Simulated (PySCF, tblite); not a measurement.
# C4H8: bond homolysis, EPR parameters

Aim: compute the bond homolysis, EPR parameters of C4H8 (`CC1CC1`).

Computed with tblite 0.8.0 and PySCF 2.14.0 and routines of our own; the level stands in each step. Atoms count from 0.

### Step 1. The starting structure

12 atoms, charge 0, multiplicity 1; geometry from: start built from the parent or by distance geometry.

### Step 2. Relaxing the molecule with GFN2-xTB

What the job is given:

```
{"job": {"kind": "relax", "xc": "GFN2-xTB", "basis": "xTB"}, "charge": 0, "multiplicity": 1}
C      1.462100     0.072800     0.129400
C      0.122700    -0.155400    -0.586300
C     -0.923400    -0.651400     0.410200
C     -1.068600     0.704300    -0.298300
H      2.084500    -0.838300     0.059600
H      1.263300     0.243500     1.219800
H      1.970600     0.991000    -0.237400
H      0.141300    -0.570100    -1.595700
H     -1.550800    -1.509900     0.102300
H     -0.705600    -0.613600     1.483700
H     -1.912800     0.707000    -1.024000
H     -0.881000     1.618700     0.284600
```

Run with:

```
OMP_NUM_THREADS=1 python redox_run.py task.json out
```

One launch serves the whole session: the jobs run in the order shown.

What it wrote:

```text
step      E/eV     max force
  0    -342.93678    1.219
  1    -343.04499    0.796
  2    -343.13058    0.493
  3    -343.14867    0.432
  4    -343.18251    0.422
  5    -343.20409    0.484
  6    -343.22304    0.299
  7    -343.23162    0.271
  8    -343.23916    0.293
  9    -343.24656    0.280
 10    -343.25411    0.234
 11    -343.26004    0.209
 12    -343.26469    0.213
 13    -343.26878    0.190
 14    -343.27286    0.196
 15    -343.27620    0.174
 16    -343.27822    0.100
 17    -343.27928    0.083
 18    -343.27996    0.066
 19    -343.28060    0.082
 20    -343.28122    0.067
 21    -343.28168    0.063
 22    -343.28196    0.056
 23    -343.28221    0.046
 24    -343.28249    0.050
 25    -343.28280    0.053
 26    -343.28304    0.040
 27    -343.28321    0.038
 28    -343.28341    0.050
 29    -343.28370    0.053
 30    -343.28408    0.051
 31    -343.28445    0.058
 32    -343.28476    0.054
 33    -343.28506    0.046
 34    -343.28545    0.050
 35    -343.28589    0.062
 36    -343.28624    0.061
 37    -343.28646    0.043
 38    -343.28661    0.033
 39    -343.28675    0.028
 40    -343.28692    0.035
 41    -343.28717    0.054
 42    -343.28757    0.070
 43    -343.28813    0.069
 44    -343.28860    0.066
 45    -343.28886    0.040
 46    -343.28902    0.028
 47    -343.28911    0.029
 48    -343.28917    0.022
 49    -343.28922    0.017
 50    -343.28926    0.012
 51    -343.28928    0.010
```

It took 0.13 s on 1 thread of Intel Xeon Platinum 8488C, shared host.

Relaxation path: (not every step is listed)

| step | energy from step 0 (eV) | largest force (eV/Å) |
| --- | --- | --- |
| 0 | 0.0000 | 1.2191 |
| 1 | -0.1082 | 0.7961 |
| 2 | -0.1938 | 0.4931 |
| 3 | -0.2119 | 0.4316 |
| 4 | -0.2457 | 0.4216 |
| 5 | -0.2673 | 0.4838 |
| 6 | -0.2863 | 0.2986 |
| 7 | -0.2948 | 0.2714 |
| 8 | -0.3024 | 0.2934 |
| 11 | -0.3233 | 0.2087 |
| 14 | -0.3361 | 0.1964 |
| 17 | -0.3425 | 0.0827 |
| 20 | -0.3444 | 0.0668 |
| 23 | -0.3454 | 0.0464 |
| 26 | -0.3463 | 0.0404 |
| 29 | -0.3469 | 0.0526 |
| 32 | -0.3480 | 0.0541 |
| 35 | -0.3491 | 0.0617 |
| 38 | -0.3498 | 0.0326 |
| 41 | -0.3504 | 0.0539 |
| 44 | -0.3518 | 0.0656 |
| 46 | -0.3522 | 0.0285 |
| 47 | -0.3523 | 0.0289 |
| 48 | -0.3524 | 0.0220 |
| 49 | -0.3524 | 0.0170 |
| 50 | -0.3525 | 0.0116 |
| 51 | -0.3525 | 0.0099 |

Close pairs (by a distance rule), those that changed most:

```csv
bond,before (Å),after (Å),change (Å)
C2–C3,1.537,1.500,-0.037
C0–H5,1.121,1.088,-0.034
C3–H10,1.113,1.079,-0.034
C1–C2,1.528,1.498,-0.029
C0–C1,1.536,1.508,-0.028
C2–H8,1.107,1.079,-0.028
C0–H6,1.112,1.089,-0.023
C3–H11,1.100,1.080,-0.021
```

The final coordinates are the input of the step that follows.

### Step 3. Infrared spectrum with GFN2-xTB

What the job is given:

```
{"job": {"kind": "ir", "xc": "GFN2-xTB", "basis": "xTB"}, "charge": 0, "multiplicity": 1}
C      1.463628     0.126223     0.114927
C      0.124806    -0.203850    -0.494594
C     -0.988029    -0.705069     0.374345
C     -1.058874     0.671619    -0.216281
H      2.078604    -0.769302     0.193756
H      1.336689     0.545438     1.110454
H      1.995300     0.851297    -0.499733
H      0.192913    -0.628038    -1.489815
H     -1.649178    -1.464989    -0.013851
H     -0.804023    -0.793547     1.434605
H     -1.767569     0.853978    -1.009868
H     -0.921872     1.514869     0.444001
```

What it wrote:

```text
mode    cm-1     km/mol
  1     178.1      0.01
  2     341.6      0.35
  3     374.0      0.22
  4     799.0      0.14
  5     843.2      1.06
  6     851.9      3.10
  7     937.5      4.42
  8     943.6      1.77
  9    1052.4      0.64
 10    1071.7      0.45
 11    1089.4      0.77
 12    1091.8      7.00
 13    1123.5      4.95
 14    1158.1      0.05
 15    1190.2      1.67
 16    1256.1      1.11
 17    1388.6      4.09
 18    1419.0      3.22
 19    1442.7      0.01
 20    1494.3      2.94
 21    1495.3      2.14
 22    1505.0      1.43
 23    3011.3     41.33
 24    3019.8     32.13
 25    3032.6      6.31
 26    3042.2     61.82
 27    3087.0     15.24
 28    3087.2     15.11
 29    3088.2     35.65
 30    3107.3     89.87
ZPE 284.249  H(298)-E 298.952  G(298)-E 214.349 kJ/mol  S 283.76 J/(mol K)
```

Run time: 0.18 s. Hardware: 1 thread of Intel Xeon Platinum 8488C, shared host.

The strongest bands and the atoms that carry them (share of the mass-weighted mode):

```csv
cm⁻¹,km/mol,atoms
1092,7.0,"H7 22 %, H6 13 %, H4 13 %, H11 11 %"
3011,41.3,"H4 49 %, H6 43 %"
3020,32.1,"H6 47 %, H4 41 %"
3042,61.8,"H7 54 %, H5 36 %"
3087,15.2,"H11 69 %, H8 13 %"
3087,15.1,"H9 60 %, H10 27 %"
3088,35.6,"H8 49 %, H10 39 %"
3107,89.9,"H10 24 %, H8 23 %, H11 21 %, H9 20 %"
```

### Step 4. Geometry optimisation at PBE0-D3(BJ)/def2-SVP

Settings changed since step 3:

```diff
@@ -1,2 +1,2 @@
-{"job": {"kind": "ir", "xc": "GFN2-xTB", "basis": "xTB"}, "charge": 0, "multiplicity": 1}
+{"job": {"xc": "PBE0", "basis": "def2-SVP", "d3": "d3bj", "grid": 1, "kind": "geom"}, "charge": 0, "multiplicity": 1}
 C      1.463628     0.126223     0.114927
```

What it wrote:

```text
step   0  E = -156.91147449  max force = 0.010055
step   1  E = -156.91255563  max force = 0.002498
step   2  E = -156.91256777  max force = 0.000101
optimisation converged
```

Wall time 7 s (1 thread of Intel Xeon Platinum 8488C, shared host).

Along the way:

| step | energy from step 0 (eV) | largest force component (eV/Å) |
| --- | --- | --- |
| 0 | 0.0000 | 0.5170 |
| 1 | -0.0294 | 0.1285 |
| 2 | -0.0297 | 0.0052 |

Close pairs (by a distance rule), those that changed most:

```
  bond  before (Å)  after (Å)  change (Å)
C3–H11       1.080      1.094      +0.015
 C2–H9       1.080      1.094      +0.015
 C0–H5       1.088      1.102      +0.014
C3–H10       1.079      1.093      +0.014
 C2–H8       1.079      1.093      +0.014
 C0–H6       1.089      1.102      +0.013
 C0–H4       1.089      1.102      +0.013
 C1–H7       1.084      1.096      +0.012
```

The next job starts from the end point, and lists it.

| at the end point | value |
| --- | --- |
| point group (found at 0.08 Å tolerance) | Cs |
| rotational constants (GHz, main isotopes) | 15.668, 6.350, 5.583 |
| dipole moment (D) | 0.14 |

### Step 5. Harmonic vibrations (C4H8): PBE0-D3(BJ)/def2-SVP

What the job is given:

```
{"job": {"xc": "PBE0", "basis": "def2-SVP", "d3": "d3bj", "grid": 2, "kind": "hessian"}, "charge": 0, "multiplicity": 1}
C      1.464807     0.135687     0.115969
C      0.128374    -0.199434    -0.489495
C     -0.988912    -0.715043     0.369114
C     -1.068773     0.663944    -0.219904
H      2.100638    -0.759605     0.207639
H      1.344639     0.562128     1.124716
H      2.009688     0.873991    -0.494069
H      0.182305    -0.626883    -1.497256
H     -1.645091    -1.491547    -0.033404
H     -0.803584    -0.802246     1.444192
H     -1.779969     0.843142    -1.030851
H     -0.937816     1.516465     0.453729
```

What it wrote:

```text
coarse grid: 9304 points
cycle   1  E = -156.8600917968  dE =  3.210e-01  |g| = 3.082e-01  |ddm| = 3.304e+00
cycle   2  E = -156.8564963986  dE =  3.595e-03  |g| = 3.440e-01  |ddm| = 7.035e-01
cycle   3  E = -156.8884868609  dE = -3.199e-02  |g| = 2.097e-02  |ddm| = 3.719e-01
cycle   4  E = -156.8885524361  dE = -6.558e-05  |g| = 1.228e-02  |ddm| = 3.227e-02
cycle   5  E = -156.8885866459  dE = -3.421e-05  |g| = 2.778e-03  |ddm| = 1.312e-02
cycle   6  E = -156.8885884524  dE = -1.807e-06  |g| = 4.521e-04  |ddm| = 3.319e-03
final grid: 87808 points
cycle   7  E = -156.9125556277  dE = -2.135e-05  |g| = 6.867e-03  |ddm| = 2.526e-02
cycle   8  E = -156.9125516926  dE =  3.935e-06  |g| = 7.951e-03  |ddm| = 1.487e-02
cycle   9  E = -156.9125685087  dE = -1.682e-05  |g| = 3.152e-04  |ddm| = 8.170e-03
cycle  10  E = -156.9125685292  dE = -2.050e-08  |g| = 1.206e-04  |ddm| = 4.311e-04
cycle  11  E = -156.9125685326  dE = -3.382e-09  |g| = 2.044e-05  |ddm| = 1.251e-04
cycle  12  E = -156.9125685327  dE = -9.538e-11  |g| = 6.947e-06  |ddm| = 3.321e-05
converged SCF energy = -156.9125685327

mode    cm-1
  1     229.6
  2     344.0
  3     368.8
  4     775.9
  5     813.6
  6     813.7
  7     904.1
  8     936.8
  9    1011.7
 10    1069.8
 11    1073.8
 12    1101.0
 13    1139.2
 14    1182.2
 15    1209.3
 16    1242.0
 17    1372.9
 18    1422.3
 19    1434.2
 20    1460.7
 21    1469.2
 22    1516.4
 23    3045.0
 24    3136.3
 25    3137.0
 26    3141.8
 27    3147.8
 28    3164.5
 29    3235.1
 30    3245.2
ZPE 287.965  H(298)-E 302.561  G(298)-E 218.360 kJ/mol  S 282.41 J/(mol K)
```

Wall time 1.9 min (1 thread of Intel Xeon Platinum 8488C, shared host); peak memory 1.4 GiB.

Zero-point energy 287.96 kJ/mol (xTB gave 284.25).

### Step 6. Single point (C4H8): M06-2X/def2-TZVP

Geometry: PBE0-D3(BJ)/def2-SVP.

Settings changed since step 5:

```diff
@@ -1,2 +1,2 @@
-{"job": {"xc": "PBE0", "basis": "def2-SVP", "d3": "d3bj", "grid": 2, "kind": "hessian"}, "charge": 0, "multiplicity": 1}
+{"job": {"kind": "sp", "xc": "M06-2X", "basis": "def2-TZVP", "grid": 3}, "charge": 0, "multiplicity": 1}
 C      1.464807     0.135687     0.115969
```

What it wrote:

```text
coarse grid: 40496 points
cycle   1  E = -157.1651303651  dE =  5.691e-01  |g| = 2.715e-01  |ddm| = 2.259e+00
cycle   2  E = -157.1755371683  dE = -1.041e-02  |g| = 2.003e-01  |ddm| = 3.997e-01
cycle   3  E = -157.1855746398  dE = -1.004e-02  |g| = 3.764e-02  |ddm| = 1.636e-01
cycle   4  E = -157.1859096081  dE = -3.350e-04  |g| = 1.011e-02  |ddm| = 4.112e-02
cycle   5  E = -157.1859313986  dE = -2.179e-05  |g| = 2.462e-03  |ddm| = 7.553e-03
cycle   6  E = -157.1859328136  dE = -1.415e-06  |g| = 4.500e-04  |ddm| = 1.902e-03
final grid: 134936 points
cycle   7  E = -157.1867697913  dE = -5.310e-06  |g| = 1.153e-03  |ddm| = 1.450e-02
cycle   8  E = -157.1867698736  dE = -8.228e-08  |g| = 1.047e-03  |ddm| = 2.005e-03
cycle   9  E = -157.1867701427  dE = -2.691e-07  |g| = 1.059e-04  |ddm| = 7.673e-04
cycle  10  E = -157.1867701457  dE = -2.924e-09  |g| = 4.536e-05  |ddm| = 1.578e-04
converged SCF energy = -157.1867701457
```

Run time: 15 s. Hardware: 1 thread of Intel Xeon Platinum 8488C, shared host.

Orbitals, density, ELF and potential are computed afterwards from the orbital file.

Frontier orbitals at M06-2X/def2-TZVP, with the share of their density that lies nearest to each atom:

```csv
orbital,energy (eV),lies on
HOMO,-9.07,"C1 34 %; C2, C3 about 16 % each; H4, H6 about 6 % each"
LUMO,2.17,"H4, H6, H7 about 15 % each; H5, H8, H10 about 11 % each; H9, H11 about 6 % each"
```

ELF in a plane through or near 5 of the atoms.

Values, 10 rows by 14 columns:
```
0.00 0.00 0.00 0.00 0.00 0.00 0.00 0.00 0.00 0.00 0.00 0.00 0.00 0.00
0.00 0.00 0.00 0.00 0.00 0.00 0.00 0.00 0.00 0.01 0.01 0.00 0.00 0.00
0.00 0.00 0.00 0.22 0.33 0.01 0.01 0.05 0.14 0.77 0.85 0.19 0.00 0.00
0.00 0.00 0.41 0.99 0.99 0.39 0.11 0.55 0.62 1.00 1.00 0.84 0.00 0.00
0.00 0.00 0.28 0.95 0.98 0.60 0.58 0.84 0.66 0.81 0.75 0.22 0.00 0.00
0.00 0.00 0.06 0.54 0.74 0.64 0.55 0.24 0.48 0.32 0.13 0.02 0.00 0.00
0.00 0.00 0.50 0.99 1.00 0.52 0.39 0.81 0.69 0.98 0.97 0.60 0.00 0.00
0.00 0.00 0.08 0.93 0.92 0.13 0.03 0.22 0.40 0.97 0.98 0.68 0.00 0.00
0.00 0.00 0.00 0.00 0.01 0.00 0.00 0.01 0.02 0.14 0.12 0.01 0.00 0.00
0.00 0.00 0.00 0.00 0.00 0.00 0.00 0.00 0.00 0.00 0.00 0.00 0.00 0.00
```
The map spans 9.3 Å across and 7.7 Å up, centred on the molecule. Atoms in the plane (x, y in Å): C1 (-0.1, 0.0), H4 (-2.0, 0.9), H6 (-2.0, -0.9), H8 (1.8, 1.3), H10 (1.8, -1.3).

On the surface of density 0.002 e/bohr³ the electrostatic potential runs, from the 1st to the 99th percentile, from -0.56 V near C3 to 0.65 V near H10.

### Step 7. Optimising the geometry with GFN2-xTB

This step treats C₄H₇ radical, labelled `C[C]1CC1` (the label fixes atoms and charge, not where charge and spin sit).

What the job is given:

```
{"job": {"kind": "relax", "xc": "GFN2-xTB", "basis": "xTB"}, "charge": 0, "multiplicity": 2}
C      1.481100     0.129600     0.110700
C      0.117600    -0.190800    -0.512500
C     -0.971500    -0.722700     0.372300
C     -1.071300     0.678600    -0.240500
H      2.097400    -0.763400     0.219000
H      1.333600     0.560400     1.115900
H      2.010100     0.879800    -0.505100
H     -1.633600    -1.482500    -0.028400
H     -0.794600    -0.809100     1.443000
H     -1.789300     0.840500    -1.025500
H     -0.944700     1.512500     0.446900
```

What it wrote:

```text
step      E/eV     max force
  0    -326.71883    2.344
  1    -326.80554    1.189
  2    -326.83678    0.453
  3    -326.84222    0.192
  4    -326.84727    0.252
  5    -326.85471    0.334
  6    -326.86430    0.422
  7    -326.87154    0.313
  8    -326.87712    0.271
  9    -326.88240    0.305
 10    -326.88718    0.290
 11    -326.89142    0.261
 12    -326.89454    0.138
 13    -326.89705    0.147
 14    -326.89970    0.173
 15    -326.90209    0.149
 16    -326.90388    0.093
 17    -326.90514    0.086
 18    -326.90597    0.082
 19    -326.90660    0.067
 20    -326.90705    0.048
 21    -326.90736    0.043
 22    -326.90765    0.048
 23    -326.90791    0.043
 24    -326.90809    0.027
 25    -326.90818    0.020
 26    -326.90822    0.013
 27    -326.90823    0.008
```

Run time: 0.07 s. Hardware: 1 thread of Intel Xeon Platinum 8488C, shared host.

Step by step:

| step | energy from step 0 (eV) | largest force (eV/Å) |
| --- | --- | --- |
| 0 | 0.0000 | 2.3438 |
| 1 | -0.0867 | 1.1891 |
| 2 | -0.1179 | 0.4533 |
| 3 | -0.1234 | 0.1916 |
| 4 | -0.1284 | 0.2523 |
| 5 | -0.1359 | 0.3339 |
| 6 | -0.1455 | 0.4225 |
| 7 | -0.1527 | 0.3130 |
| 8 | -0.1583 | 0.2713 |
| 9 | -0.1636 | 0.3054 |
| 10 | -0.1683 | 0.2903 |
| 11 | -0.1726 | 0.2609 |
| 12 | -0.1757 | 0.1377 |
| 13 | -0.1782 | 0.1473 |
| 14 | -0.1809 | 0.1729 |
| 15 | -0.1833 | 0.1495 |
| 16 | -0.1850 | 0.0931 |
| 17 | -0.1863 | 0.0859 |
| 18 | -0.1871 | 0.0824 |
| 19 | -0.1878 | 0.0669 |
| 20 | -0.1882 | 0.0481 |
| 21 | -0.1885 | 0.0433 |
| 22 | -0.1888 | 0.0480 |
| 23 | -0.1891 | 0.0432 |
| 24 | -0.1893 | 0.0274 |
| 25 | -0.1893 | 0.0196 |
| 26 | -0.1894 | 0.0126 |
| 27 | -0.1894 | 0.0079 |

Close pairs (by a distance rule), those that changed most:

```
 bond  before (Å)  after (Å)  change (Å)
C0–C1       1.533      1.472      -0.061
C1–C2       1.501      1.465      -0.036
C1–C3       1.498      1.465      -0.033
C0–H6       1.105      1.090      -0.016
C2–C3       1.533      1.522      -0.011
C3–H9       1.076      1.082      +0.006
C0–H5       1.104      1.098      -0.005
C2–H8       1.089      1.086      -0.003
```

The next job starts from the end point, and lists it.

### Step 8. Vibrational analysis with GFN2-xTB

What the job is given:

```
{"job": {"kind": "ir", "xc": "GFN2-xTB", "basis": "xTB"}, "charge": 0, "multiplicity": 2}
C      1.524321     0.141239     0.108265
C      0.134578    -0.117400    -0.300772
C     -1.008848    -0.717863     0.390578
C     -1.090987     0.679333    -0.207056
H      2.098294    -0.784918     0.128858
H      1.564210     0.581918     1.113643
H      2.003817     0.839793    -0.577107
H     -1.577030    -1.497219    -0.100005
H     -0.981175    -0.836013     1.469794
H     -1.712552     0.803101    -1.084091
H     -1.119779     1.540851     0.453601
```

What it wrote:

```text
mode    cm-1     km/mol
  1     103.0      0.07
  2     243.1      6.02
  3     316.8      0.88
  4     767.2      3.65
  5     788.2      4.53
  6     841.0      0.12
  7     927.8      4.09
  8     963.6      5.03
  9    1034.0      0.10
 10    1053.4      2.65
 11    1057.2      6.82
 12    1096.1     15.03
 13    1132.5     18.58
 14    1138.7      4.84
 15    1384.8      1.63
 16    1421.3      6.56
 17    1429.2      0.05
 18    1458.1      2.64
 19    1472.5      3.20
 20    1523.2     22.36
 21    2867.9     31.20
 22    2988.9     22.36
 23    2997.3     54.52
 24    3004.6     37.59
 25    3007.3     28.04
 26    3044.9     30.16
 27    3049.3     45.12
ZPE 245.903  H(298)-E 261.466  G(298)-E 173.232 kJ/mol  S 295.94 J/(mol K)
```

Run time: 0.17 s. Hardware: 1 thread of Intel Xeon Platinum 8488C, shared host.

The strongest bands and the atoms that carry them (share of the mass-weighted mode):

| cm⁻¹ | km/mol | atoms |
| --- | --- | --- |
| 1523 | 22.4 | C1 47 %, C2 18 %, C3 18 % |
| 2868 | 31.2 | H5 93 % |
| 2989 | 22.4 | H10 47 %, H8 42 % |
| 2997 | 54.5 | H8 49 %, H10 44 % |
| 3005 | 37.6 | H6 49 %, H4 41 % |
| 3007 | 28.0 | H4 52 %, H6 44 % |
| 3045 | 30.2 | H7 47 %, H9 43 % |
| 3049 | 45.1 | H9 48 %, H7 45 % |

### Step 9. Geometry optimisation at PBE0-D3(BJ)/def2-SVP

This step treats C4H7 radical, labelled `C[C]1CC1` (the label fixes atoms and charge, not where charge and spin sit).

Settings changed since step 8:

```diff
@@ -1,2 +1,2 @@
-{"job": {"kind": "ir", "xc": "GFN2-xTB", "basis": "xTB"}, "charge": 0, "multiplicity": 2}
+{"job": {"xc": "PBE0", "basis": "def2-SVP", "d3": "d3bj", "grid": 1, "kind": "geom"}, "charge": 0, "multiplicity": 2}
 C      1.524321     0.141239     0.108265
```

What it wrote:

```text
step   0  E = -156.23950470  max force = 0.008879
step   1  E = -156.24039733  max force = 0.001995
step   2  E = -156.24040777  max force = 0.000130
optimisation converged
```

It took 9.5 s on 1 thread of Intel Xeon Platinum 8488C, shared host.

Relaxation path:

```csv
step,energy from step 0 (eV),largest force component (eV/Å)
0,0.0000,0.4566
1,-0.0243,0.1026
2,-0.0246,0.0067
```

Close pairs (by a distance rule), those that changed most:

```
  bond  before (Å)  after (Å)  change (Å)
 C3–H9       1.082      1.097      +0.015
 C2–H7       1.082      1.097      +0.015
 C2–H8       1.086      1.099      +0.013
C3–H10       1.086      1.099      +0.013
 C0–H6       1.090      1.101      +0.012
 C0–H4       1.090      1.101      +0.011
 C0–H5       1.098      1.109      +0.011
 C2–C3       1.522      1.526      +0.004
```

The final coordinates are the input of the step that follows.

```csv
at the end point,value
point group (found at 0.08 Å tolerance),Cs
"rotational constants (GHz, main isotopes)","17.758, 6.310, 5.268"
dipole moment (D),0.56
⟨S²⟩,0.754
```

### Step 10. Harmonic vibrations (C4H7 radical, C[C]1CC1): PBE0-D3(BJ)/def2-SVP

What the job is given:

```
{"job": {"xc": "PBE0", "basis": "def2-SVP", "d3": "d3bj", "grid": 2, "kind": "hessian"}, "charge": 0, "multiplicity": 2}
C      1.529345     0.129605     0.091353
C      0.125374    -0.112392    -0.289614
C     -1.018544    -0.714926     0.396088
C     -1.097581     0.686688    -0.201466
H      2.113926    -0.803489     0.109821
H      1.588340     0.570082     1.107784
H      2.022172     0.835945    -0.594968
H     -1.589630    -1.509309    -0.100895
H     -0.990058    -0.816865     1.489861
H     -1.721358     0.820962    -1.094256
H     -1.122942     1.546713     0.482095
```

What it wrote:

```text
coarse grid: 8688 points
cycle   1  E = -156.1893557912  dE =  3.731e-01  |g| = 2.006e-01  |ddm| = 2.335e+00
cycle   2  E = -156.1939810673  dE = -4.625e-03  |g| = 2.018e-01  |ddm| = 4.785e-01
cycle   3  E = -156.2165049901  dE = -2.252e-02  |g| = 1.766e-02  |ddm| = 2.531e-01
cycle   4  E = -156.2167495976  dE = -2.446e-04  |g| = 1.074e-02  |ddm| = 4.020e-02
cycle   5  E = -156.2168163433  dE = -6.675e-05  |g| = 3.173e-03  |ddm| = 1.603e-02
cycle   6  E = -156.2168250465  dE = -8.703e-06  |g| = 1.179e-03  |ddm| = 5.360e-03
final grid: 82440 points
cycle   7  E = -156.2403902873  dE = -1.738e-05  |g| = 4.475e-03  |ddm| = 1.363e-02
cycle   8  E = -156.2403889545  dE =  1.333e-06  |g| = 4.819e-03  |ddm| = 1.008e-02
cycle   9  E = -156.2404011497  dE = -1.220e-05  |g| = 1.838e-04  |ddm| = 5.260e-03
cycle  10  E = -156.2404011720  dE = -2.228e-08  |g| = 1.265e-04  |ddm| = 3.361e-04
cycle  11  E = -156.2404011849  dE = -1.292e-08  |g| = 2.713e-05  |ddm| = 2.217e-04
cycle  12  E = -156.2404011859  dE = -9.845e-10  |g| = 1.301e-05  |ddm| = 8.396e-05
cycle  13  E = -156.2404011860  dE = -9.481e-11  |g| = 4.340e-06  |ddm| = 2.234e-05
converged SCF energy = -156.2404011860

mode    cm-1
  1     165.4
  2     245.4
  3     325.9
  4     743.6
  5     753.8
  6     816.2
  7     918.6
  8     936.0
  9    1006.0
 10    1038.4
 11    1069.1
 12    1129.0
 13    1135.3
 14    1154.8
 15    1358.9
 16    1415.0
 17    1418.7
 18    1437.6
 19    1450.5
 20    1540.8
 21    2993.0
 22    3098.3
 23    3098.8
 24    3099.1
 25    3147.5
 26    3179.7
 27    3188.9
ZPE 250.403  H(298)-E 265.723  G(298)-E 178.239 kJ/mol  S 293.42 J/(mol K)
```

Run time: 3.2 min. Hardware: 1 thread of Intel Xeon Platinum 8488C, shared host; peak memory 1.5 GiB.

Zero-point energy 250.40 kJ/mol (xTB gave 245.90).

### Step 11. Single point (C4H7 radical, C[C]1CC1): M06-2X/def2-TZVP

Geometry: PBE0-D3(BJ)/def2-SVP.

Settings changed since step 10:

```diff
@@ -1,2 +1,2 @@
-{"job": {"xc": "PBE0", "basis": "def2-SVP", "d3": "d3bj", "grid": 2, "kind": "hessian"}, "charge": 0, "multiplicity": 2}
+{"job": {"kind": "sp", "xc": "M06-2X", "basis": "def2-TZVP", "grid": 3}, "charge": 0, "multiplicity": 2}
 C      1.529345     0.129605     0.091353
```

What it wrote:

```text
coarse grid: 38024 points
cycle   1  E = -156.4863415320  dE =  6.078e-01  |g| = 1.780e-01  |ddm| = 1.621e+00
cycle   2  E = -156.5021729427  dE = -1.583e-02  |g| = 1.127e-01  |ddm| = 2.944e-01
cycle   3  E = -156.5089818785  dE = -6.809e-03  |g| = 3.355e-02  |ddm| = 1.343e-01
cycle   4  E = -156.5098910734  dE = -9.092e-04  |g| = 1.012e-02  |ddm| = 4.775e-02
cycle   5  E = -156.5100056304  dE = -1.146e-04  |g| = 5.142e-03  |ddm| = 1.872e-02
cycle   6  E = -156.5100384575  dE = -3.283e-05  |g| = 1.586e-03  |ddm| = 9.947e-03
cycle   7  E = -156.5100414204  dE = -2.963e-06  |g| = 4.610e-04  |ddm| = 4.241e-03
final grid: 125128 points
cycle   8  E = -156.5108760924  dE = -5.386e-06  |g| = 1.063e-03  |ddm| = 1.054e-02
cycle   9  E = -156.5108762932  dE = -2.008e-07  |g| = 9.213e-04  |ddm| = 1.962e-03
cycle  10  E = -156.5108766908  dE = -3.976e-07  |g| = 9.353e-05  |ddm| = 6.509e-04
cycle  11  E = -156.5108766995  dE = -8.738e-09  |g| = 5.941e-05  |ddm| = 2.745e-04
converged SCF energy = -156.5108766995
```

Run time: 19 s. Hardware: 1 thread of Intel Xeon Platinum 8488C, shared host.

[end of part 1 of 3]
